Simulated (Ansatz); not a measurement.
Bulk modulus B0 (GPa) of solids drawn from the class of elemental solids other than molecular ones, at two levels: PBE (Ansatz, a first-principles code, plane waves, PAW), and r²SCAN (Ansatz, plane waves, PAW).

```tsv
solid	PBE	r²SCAN	shift (%)
bcc Nb	169	173	+2.4
hcp Re	364	388	+6.6
bcc Fe	197	170	-13.7
bcc K	3.58	3.44	-3.9
hcp Hf	107	110	+2.8
double-hcp La	25.0	22.9	-8.4
fcc Al	76.9	92.8	+21
fcc Rh	257	282	+9.7
fcc Ag	91.5	104	+13.7
white tin (β-Sn)	47.6	54.2	+13.9
```

The shifts run from -13.7 % to +21 %, with a median of +4.7 %.

Over all 10 rows r²SCAN is the larger in 7.

Ansatz's runs of these crystals have no spin polarisation, but for bcc Fe. Meta-GGA and hybrid levels favour moments, which can bear on bcc Fe, fcc Rh.

Density-functional runs with spin start from parallel moments for bcc Fe.

Spin–orbit coupling is left out, also for the solids with elements from indium on (hcp Re, hcp Hf, double-hcp La, white tin (β-Sn)); its size isn't shown.

Each level is taken at its own relaxed cell. Ansatz's density-functional and Hartree–Fock values are scalar-relativistic unless marked +SOC, with PAW data made under PBE.
